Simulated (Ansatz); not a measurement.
## Ansatz (development build ahead of 0.2.0) run

```yaml
crystal:
  periodic: [false, false, false]
  atoms:
    - { symbol: O, position_ang: [0.5297, 1.10373, 0.79906] }
    - { symbol: H, position_ang: [1.40189, 1.32028, 1.15988] }
    - { symbol: H, position_ang: [-0.03938, -0.01771, -0.12508] }
    - { symbol: O, position_ang: [-0.53601, -0.65046, -0.72944] }
    - { symbol: H, position_ang: [-0.14591, -1.52288, -0.82081] }
    - { symbol: H, position_ang: [-1.4832, -0.68394, -0.56849] }
basis:
  gaussian: { orbitals: def2-SVP }
total_charge: 1
magnetization:
  spin_polarized: true
  initial_magnetization: 1
hamiltonian:
  xc: hf
output:
  forces: true
```

The input is written out in the form of the current development build from the run's settings.

Results

- Converged: yes
- Total energy: -151.60600 hartree
- Spin squared of the determinant: 0.756
- Stability test: minimum

Forces (eV/Å):
```
atom      Fx      Fy      Fz
  O1   0.262   0.037   0.129
  H2  -0.262  -0.046  -0.127
  H3  -0.004   0.005   0.000
  O4  -0.021  -0.008   0.010
  H5  -0.011   0.006   0.005
  H6   0.036   0.006  -0.017
```
